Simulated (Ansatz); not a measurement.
Input file:

```yaml
crystal:
  periodic: [false, false, false]
  atoms:
    - {symbol: Ga, position_ang: [0.000000, 0.000000, -0.110277]}
    - {symbol: H, position_ang: [0.000000, 3.038305, -0.395433]}
    - {symbol: H, position_ang: [0.000000, 0.764279, 4.209567]}
    - {symbol: H, position_ang: [0.000000, -3.038305, -0.395433]}
    - {symbol: H, position_ang: [0.000000, -0.764279, 4.209567]}
basis:
  gaussian: {orbitals: cc-pVDZ, point_charges: [{charge: 1.00, position_ang: [4.778, -0.140, -0.947]}]}
total_charge: 1
magnetization: {spin_polarized: false}
correlation: {method: ccsd_t, electrons: outside_noble_gas}
```

```sh
$ ansatz run in.yaml --threads 1 --pin off --events-out ev --progress --plain --max-ram 2393MiB
```

The program prints:

```
497 factors; integrals over basis functions are off by at most 1.3e-3 eV
mean field evaluation 1: about -52373.4217 eV, gradient 3.9e0 eV
mean field evaluation 2: about -52373.4266 eV, gradient 3.9e0 eV
mean field evaluation 4: about -52373.6234 eV, gradient 2.2e0 eV
mean field evaluation 8: about -52373.6876 eV, gradient 7.1e-4 eV
mean field evaluation 16: about -52373.6819 eV, gradient 1.5e-1 eV
mean field evaluation 32: about -52371.6680 eV, gradient 3.6e-4 eV
mean field -52373.68762593 eV, -1924.6975200925 hartree, gradient 2.5e-6 eV, S^2 0.000000; 1 other end points of the search recorded, 0 dependent functions left out; unrestricted orbitals would lower it
mean field evaluation 64: about -52379.2400 eV, gradient 7.9e-4 eV
determinant -52373.68762593 eV, -1924.6975200925 hartree, with singles and doubles -52379.77094042 eV, -1924.9210777764 hartree
determinant -52371.66797336 eV, -1924.6232992294 hartree, with singles and doubles -52379.65056722 eV, -1924.9166541431 hartree
determinant -52373.68762593 eV, -1924.6975200925 hartree, with singles and doubles -52381.25108129 eV, -1924.9754719503 hartree
determinant -52371.66797336 eV, -1924.6232992294 hartree, with singles and doubles -52381.30244108 eV, -1924.9773593876 hartree
mean field evaluation 96: about -52374.4141 eV, gradient 4.6e0 eV
mean field evaluation 128: about -52379.2333 eV, gradient 4.3e-1 eV
mean field evaluation 160: about -52379.2400 eV, gradient 1.2e-3 eV
unrestricted determinant -52379.24018300 eV, -1924.9015728013 hartree, S^2 1.6076
14 core orbitals not correlated: weight in the atoms' cores, before any rotation towards them, 1.000 or more for the frozen orbitals, at most 0.000 for the correlated occupied ones
reference -52371.66797336 eV, -1924.6232992295 hartree; 3, 3 occupied and 30, 30 virtual orbitals, 497 factors
second order -11.48946272 eV of doubles, -0.00000000 eV of singles
...
cycle  15  -9.63570149 eV  change    2.4e-4 eV  update   1.5e-4
cycle  16  -9.63436888 eV  change    1.3e-3 eV  update   9.2e-5
cycle  17  -9.63443027 eV  change   -6.1e-5 eV  update   1.6e-5
cycle  18  -9.63444524 eV  change   -1.5e-5 eV  update   5.8e-6
cycle  19  -9.63445965 eV  change   -1.4e-5 eV  update   3.0e-6
cycle  20  -9.63447236 eV  change   -1.3e-5 eV  update   1.5e-6
cycle  21  -9.63446478 eV  change    7.6e-6 eV  update   9.5e-7
cycle  22  -9.63446866 eV  change   -3.9e-6 eV  update   6.9e-7
cycle  23  -9.63446705 eV  change    1.6e-6 eV  update   6.2e-7
cycle  24  -9.63446302 eV  change    4.0e-6 eV  update   5.4e-7
perturbative correction -0.06466670 eV, -0.0023764572 hartree
WARN: these amplitudes may be one of several solutions (largest doubles amplitude 1.05, level shift 14.36 eV)
Total energy: -52381.36710307 eV, -1924.9797356722 hartree
```

Ran on 1 thread of Arm Neoverse V2, shared host: 2 s wall, 0.18 GiB peak host memory.
